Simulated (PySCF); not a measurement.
# Frontier orbitals and the lowest excitations

Compound: C3FNS.
Bonds: N1–C2 (triple), C2–C3, C3–F4, C3–C5 (double), C5–S6 (double).

Computed with TDDFT PBE0/def2-SVPD, vertical, gas phase, core orbitals frozen in the response in PySCF 2.14.0, density-fitted response routines. Isolated species at its GFN2-xTB geometry, gas phase.

Kohn–Sham orbitals with the atoms that hold most of them (Löwdin shares over 4%, at most four atoms; ? is withheld):

| orbital | ε (eV) | atoms |
| --- | --- | --- |
| LUMO+2 | 0.14 | N1 33%, C2 30%, C3 10%, S6 10% |
| LUMO+1 | -1.74 | C5 27%, S6 23%, C3 18%, N1 16% |
| LUMO | -4.08 | S6 41%, C5 37%, C3 8%, F4 5% |
| HOMO | ? | ? |
| HOMO-1 | -10.44 | ? |
| HOMO-2 | -10.67 | N1 31%, C2 26%, S6 22%, C5 15% |
| HOMO-3 | -10.93 | N1 69%, C2 19%, S6 4% |

Give the leading atoms of the HOMO-1.

N1 (bonded to C) 35%; C2 (bonded to C and N) 28%; S6 (bonded to C) 20%; C5 (bonded to C and S) 13%. By element: carbon 41% or more, nitrogen 35%, sulfur 20%.

Which atoms hold the HOMO, and with what shares?

S6 (bonded to C) 36%; C3 (bonded to 2 C and F) 21%; C5 (bonded to C and S) 17%; N1 (bonded to C) 11%. By element: carbon 38% or more, sulfur 36%, nitrogen 11%.

What is the HOMO energy, and the HOMO–LUMO gap?

ε(HOMO) = -7.51 eV; the gap is 3.43 eV (0.1261 hartree).

How does S1 compare with the orbital gap of 3.43 eV?

S1 is at 1.73 eV (f = 0.0000), 1.71 eV below the gap, made of HOMO→LUMO (100%). 

One configuration dominates each of S1 and S2. Which, and how do the shares of the two leading atoms of either orbital change from the occupied to the empty one?

- S1 (1.73 eV, f 0.0000), HOMO→LUMO (100%): S6 36% → 41%, C3 21% → 8%, C5 17% → 37%
- S2 (4.91 eV, f 0.0000), HOMO-2→LUMO (86%): N1 31% → at most 6%, C2 26% → at most 6%, S6 22% → 41%, C5 15% → 37%
